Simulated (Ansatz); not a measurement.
System: propa-1,2-diene, C$_{3}$H$_{4}$ (charge 0, singlet). 
Geometry from a B3LYP-D3(BJ)/def2-TZVP (Ansatz, an electronic-structure program) optimisation:
```xyz
7

C      0.0000     0.0000     0.0000
C     -0.0052     0.0000     1.3001
C      0.0052     0.0000    -1.3001
H     -0.0108     0.9262     1.8632
H     -0.0040    -0.9263     1.8631
H      0.9337     0.0035    -1.8595
H     -0.9188    -0.0034    -1.8668
```

Parts of the frozen-core correlation energy in 6-31G* (Ansatz, hartree). Frozen orbitals: 3; correlated occupied orbitals by spin: 8 and 8; virtual: 42 and 42. Spin-orbit coupling is left out. Non-relativistic.

| term | value |
|---|---|
| reference (HF) | -115.86085 |
| MP2 opposite-spin | -0.28316 |
| MP2 same-spin | [?] |
| CCSD correlation | [?] |
| (T) | [?] |
| T1 diagnostic | 0.013 |
| largest doubles amplitude | 0.117 |

**Question.** What belongs in the gaps?

**Answer.** 
- MP2 same-spin, value: -0.08969
- CCSD correlation, value: -0.40543
- (T), value: -0.01578
